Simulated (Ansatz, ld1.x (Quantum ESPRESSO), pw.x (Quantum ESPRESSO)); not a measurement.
Equation-of-state test of one TM potential (Rb (Z = 37))

rubidium, norm-conserving Troullier–Martins (Kleinman–Bylander form), made with ld1.x (Quantum ESPRESSO) 7.5 (LDA (PW92), scalar-relativistic). Core [Kr], reference 5s1 5p0. Waves: 5s (bound): rc 3.30 bohr; 4d channel at 0.1 Ry: rc 3.40 bohr; 5p (bound, empty): rc 4.20 bohr. Local part: the p channel. Core correction: none.

Crystal test: bcc Rb in pw.x 7.5, no spin, 9³ k-points, Fermi–Dirac smearing 0.01 Ry, cutoffs 35/140 Ry. The reference is all-electron LAPW (Ansatz 0.2.0) with the same functional, mesh and smearing; V0 and B0 come from Birch–Murnaghan fits to the pressures at five volumes. Errors are pseudo minus all-electron; Δ is the rms difference of the E(V) curves that follow from these fits, minima aligned, over ±6 % about the mean V0. Mesh and smearing are coarse, so the numbers serve the comparison and aren't converged zero-temperature values; the lattice is a test structure that the element need not adopt.

All-electron: a0 = 5.376 Å (V0 = 77.71 Å³/atom), B0 = 3.5 GPa.

How far does the potential miss the all-electron equation of state?

mean pressure error (GPa): -0.37. The pressure does not cross zero within the volumes sampled, so no fit is given. This is a poor potential for the solid. Note: ghost state, extra bound levels that the all-electron valence spectrum of the same l lacks: s at -1.73 eV. A true bound ghost makes a file unfit for plane-wave use. Atomic configuration tests: 2 of 4 tests not solved or not reliable. The logarithmic derivative shows an extra or strongly shifted pseudo pole above the reference energy (s near -0.13 Ry).

```csv
V (Å³/atom),P all-electron (GPa),P pseudo (GPa)
74.012,0.19,-0.25
75.959,0.08,-0.32
77.907,-0.01,-0.38
79.855,-0.09,-0.43
81.802,-0.16,-0.48
```

At the middle volume, how do free energy and pressure move when the wave cutoff is lowered (ecutrho kept at four times it)?

```json
{"cutoff (Ry)": "16", "shift of F (meV/atom)": "+1.2", "shift of P (GPa)": "+0.00"}
{"cutoff (Ry)": "21", "shift of F (meV/atom)": "+0.6", "shift of P (GPa)": "-0.00"}
{"cutoff (Ry)": "28", "shift of F (meV/atom)": "+0.1", "shift of P (GPa)": "+0.00"}
```

Input at the middle volume:

```
&control
  calculation='scf', prefix='x', pseudo_dir='./', outdir='./tmp', tstress=.true., disk_io='none'
/
&system
  ibrav=0, nat=1, ntyp=1, ecutwfc=35, ecutrho=140, nbnd=7,
  occupations='smearing', smearing='fd', degauss=0.01
/
&electrons
  conv_thr=1e-09, mixing_beta=0.4, electron_maxstep=70
/
ATOMIC_SPECIES
Rb 1.0 Rb.UPF
CELL_PARAMETERS angstrom
  -2.69053614 2.69053614 2.69053614
  2.69053614 -2.69053614 2.69053614
  2.69053614 2.69053614 -2.69053614
ATOMIC_POSITIONS crystal
Rb 0.0000 0.0000 0.0000
K_POINTS automatic
9 9 9 0 0 0
```

```bash
pw.x < Rb.scf.in > Rb.scf.out
```

Lines of the output:

```
Message from routine setup:
     using ibrav=0 with symmetry is DISCOURAGED, use correct ibrav instead
     lattice parameter (alat)  =       8.8064  a.u.
     unit-cell volume          =     525.7425 (a.u.)^3
     number of electrons       =         1.00
     number of Kohn-Sham states=            7
     kinetic-energy cutoff     =      35.0000  Ry
     charge density cutoff     =     140.0000  Ry
     scf convergence threshold =      1.0E-09
     Exchange-correlation= PW
     number of k points=    35  Fermi-Dirac smearing, width (Ry)=  0.0100
     iteration #  1     ecut=    35.00 Ry     beta= 0.40
     total energy              =      -0.38656965 Ry
     estimated scf accuracy    <       0.00084810 Ry
     iteration #  2     ecut=    35.00 Ry     beta= 0.40
     total energy              =      -0.38701962 Ry
     estimated scf accuracy    <       0.00033080 Ry
     iteration #  3     ecut=    35.00 Ry     beta= 0.40
     total energy              =      -0.38706704 Ry
     estimated scf accuracy    <       0.00000018 Ry
     iteration #  4     ecut=    35.00 Ry     beta= 0.40
     total energy              =      -0.38706840 Ry
     estimated scf accuracy    <       0.00000007 Ry
     iteration #  5     ecut=    35.00 Ry     beta= 0.40
     total energy              =      -0.38706845 Ry
     estimated scf accuracy    <          7.9E-09 Ry
     iteration #  6     ecut=    35.00 Ry     beta= 0.40
     the Fermi energy is    -0.4645 ev
!    total energy              =      -0.38706846 Ry
     estimated scf accuracy    <          1.1E-10 Ry
     smearing contrib. (-TS)   =      -0.00338750 Ry
     The total energy is F=E-TS. E is the sum of the following terms:
     one-electron contribution =       0.21640791 Ry
     hartree contribution      =       0.00287559 Ry
     xc contribution           =      -0.24508045 Ry
     ewald contribution        =      -0.35788401 Ry
     convergence has been achieved in   6 iterations
          total   stress  (Ry/bohr**3)                   (kbar)     P=       -3.79
     Message from routine punch:
     Nothing written, as per user request (disk_io='none')
```

The run at the middle volume (35 k-points, 6 iterations) took about 5.6 s on one core of a shared host (Neoverse-V2, 96 threads, 742 GiB, load 88).
